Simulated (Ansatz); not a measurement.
# CHSi (quartet): B97M-V, PBE0 over a scan of the distance Si1–C2, 6-31G

Aim: run CHSi (quartet) with these functionals over a scan of the distance Si1–C2, and hold them against the top wave-function level at the same points.

The runs use Ansatz 0.2.0, Gaussian basis; 6-31G, all electrons in the functionals.

The runs, in order: B97M-V, PBE0, at 1.542 Å; 1.682 Å; 1.893 Å; 2.067 Å; 2.344 Å; 2.585 Å; 2.997 Å; 3.547 Å; 4.186 Å; 5.162 Å; 6.553 Å.

4 further runs of the same task are left out: 4 that didn't finish.

## Step 1: What is computed

The geometry derives from a PBE0/def2-TZVP stationary point (not a proven minimum). One bond is set to the value named and the two fragments are kept rigid.

3 atoms, charge 0, spin multiplicity 4.

Atoms are counted from 1 here; the program's logs count them from 0.

Bond lengths: Si1–C2 1.893 Å, C2–H3 1.096 Å. Angles: Si1–C2–H3 133.1°.

No dispersion term is added; B97M-V holds VV10 nonlocal correlation.

The geometry shown and the zero of energy belong to the point 1.893 Å. The yardstick, FCI, and other wave-function levels (R restricted, U unrestricted, valence and pair active spaces) come from earlier runs.

## Step 2: B97M-V, 1.542 Å

Contents of in.yaml:

```yaml
crystal:
  periodic: [false, false, false]
  atoms:
    - {symbol: Si, position_ang: [0.000000, 0.023192, 0.506608]}
    - {symbol: C, position_ang: [0.000000, -0.106828, -1.029900]}
    - {symbol: H, position_ang: [0.000000, 0.626744, -1.843877]}
basis:
  gaussian: {orbitals: 6-31G}
magnetization: {spin_polarized: true, initial_magnetization: 3}
hamiltonian: {xc: {name: B97M-V}}
```

The run is started by

```bash
> ansatz run in.yaml --threads 1 --pin off --events-out ev --progress --plain --max-ram 2560MiB --backend cpu
```

The runs that follow: B97M-V, 1.682 Å; B97M-V, 1.893 Å; B97M-V, 2.067 Å; B97M-V, 2.344 Å; B97M-V, 2.585 Å; B97M-V, 2.997 Å; B97M-V, 3.547 Å; B97M-V, 4.186 Å; B97M-V, 5.162 Å; B97M-V, 6.553 Å; PBE0, 1.542 Å; PBE0, 1.682 Å; PBE0, 1.893 Å; PBE0, 2.067 Å; PBE0, 2.344 Å; PBE0, 2.585 Å; PBE0, 2.997 Å; PBE0, 3.547 Å; PBE0, 4.186 Å; PBE0, 5.162 Å; PBE0, 6.553 Å.

Before running them: what should the planned runs give, taken together? Wanted: span of the FCI curve; largest miss, B97M-V; largest miss, PBE0.

The runs gave:

```
             quantity                value
span of the FCI curve             2.913 eV
 largest miss, B97M-V  +0.465 eV (6.553 Å)
   largest miss, PBE0  +0.495 eV (5.162 Å)
```

Of the functionals, B97M-V keep the smallest largest miss at the points compared (at most 0.465 eV) and PBE0 strays most (0.495 eV, at 5.162 Å). Functionals and the yardstick converge differently with the basis, so part of each miss in 6-31G is the basis.
